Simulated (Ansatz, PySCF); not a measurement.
Species: SiCl$_{3}$ (charge 0, doublet). It need not be the lowest isomer of its formula. 
Coordinates optimised at B3LYP-D3(BJ)/def2-TZVP (Ansatz, a first-principles code):
```
Si
Cl 1 2.0584
Cl 1 2.0584 2 109.38
Cl 1 2.0584 2 109.38 3 -119.78
```
Charge 0, spin multiplicity 2.

Dipole moments at this geometry, in debye (magnitudes).

```tsv
level	program	dipole (D)
SVWN5/def2-TZVPD	Ansatz	0.51
BLYP/def2-TZVPD	PySCF	…
TPSSh/def2-TZVPD	PySCF	0.59
r2SCAN0/def2-TZVPD	Ansatz	0.66
HSE06/def2-TZVPD	Ansatz	…
```

### Question
What belongs in the gaps?

### Answer

- BLYP/def2-TZVPD, dipole (D): 0.57
- HSE06/def2-TZVPD, dipole (D): 0.62
